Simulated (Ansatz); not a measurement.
# BeBH (singlet): wB97M-V, B2PLYP over a scan of the distance B1–Be2, cc-pVDZ

Aim: run BeBH (singlet) with these functionals over a scan of the distance B1–Be2, and hold them against the top wave-function level at the same points.

Computed with Ansatz 0.2.0, Gaussian basis. Level: cc-pVDZ, all electrons in the functionals, frozen cores in the correlation of double hybrids and RPA.

Plan: wB97M-V, B2PLYP, at 1.659 Å; 1.866 Å; 2.042 Å; 2.263 Å; 2.441 Å; 2.807 Å; 3.329 Å; 3.847 Å; 4.569 Å; 5.507 Å; 6.960 Å.

52 further runs of the same task are left out: 33 for a known fault of the program, 13 that didn't finish, 6 set aside as unsound or not needed. Runs told in other sessions of the task aren't counted.

## (1) The system

The geometry derives from a PBE0/def2-TZVP stationary point (not a proven minimum). One bond is set to the value named and the two fragments are kept rigid.

3 atoms, charge 0, spin multiplicity 1.

Atoms are counted from 1 here; the program's logs count them from 0.

Bond lengths: B1–Be2 2.042 Å, Be2–H3 1.345 Å. Angles: B1–Be2–H3 180.0°.

No dispersion term is added; wB97M-V holds VV10 nonlocal correlation.

The geometry shown and the zero of energy belong to the point 2.042 Å. The yardstick, FCI, and other wave-function levels (R restricted, U unrestricted, valence and pair active spaces) come from earlier runs.

## (2) wB97M-V, 1.659 Å

in.yaml

```yaml
crystal:
  periodic: [false, false, false]
  atoms:
    - {symbol: B, position_ang: [0.000000, 0.000000, -1.554226]}
    - {symbol: Be, position_ang: [0.000000, 0.000000, 0.104774]}
    - {symbol: H, position_ang: [0.000000, 0.000000, 1.449453]}
basis:
  gaussian: {orbitals: cc-pVDZ}
magnetization: {spin_polarized: true, initial_magnetization: 0}
hamiltonian: {xc: {name: wB97M-V}}
output: {forces: true, orbitals: {seedname: orbitals}}
```

Started as:

```
$ ansatz run in.yaml --threads 1 --pin off --events-out ev --progress --plain --max-ram 2393MiB
```

After this run come: wB97M-V, 1.866 Å; wB97M-V, 2.042 Å; wB97M-V, 2.263 Å; wB97M-V, 2.441 Å; wB97M-V, 2.807 Å; wB97M-V, 3.329 Å; wB97M-V, 3.847 Å; wB97M-V, 4.569 Å; wB97M-V, 5.507 Å; wB97M-V, 6.960 Å; B2PLYP, 1.659 Å; B2PLYP, 1.866 Å; B2PLYP, 2.042 Å; B2PLYP, 2.263 Å; B2PLYP, 2.441 Å; B2PLYP, 2.807 Å; B2PLYP, 3.329 Å; B2PLYP, 3.847 Å; B2PLYP, 4.569 Å; B2PLYP, 5.507 Å; B2PLYP, 6.960 Å.

Q: Predict the results of all the runs planned. Wanted: span of the FCI curve; largest miss, wB97M-V; largest miss, B2PLYP.

**Answer**, as computed:

```
             quantity                    value
span of the FCI curve            48.1 kcal/mol
largest miss, wB97M-V  +8.6 kcal/mol (3.847 Å)
 largest miss, B2PLYP  +9.6 kcal/mol (3.329 Å)
```

**Reading.** Of the functionals, wB97M-V keep the smallest largest miss at the points compared (at most 8.6 kcal/mol) and B2PLYP strays most (9.6 kcal/mol, at 3.329 Å). wB97M-V, B2PLYP clearly break the spin symmetry at some points (⟨S²⟩ up to 1.01 above the pure value), so energy there is bought with a mixed spin. Functionals and the yardstick converge differently with the basis, so part of each miss in cc-pVDZ is the basis.
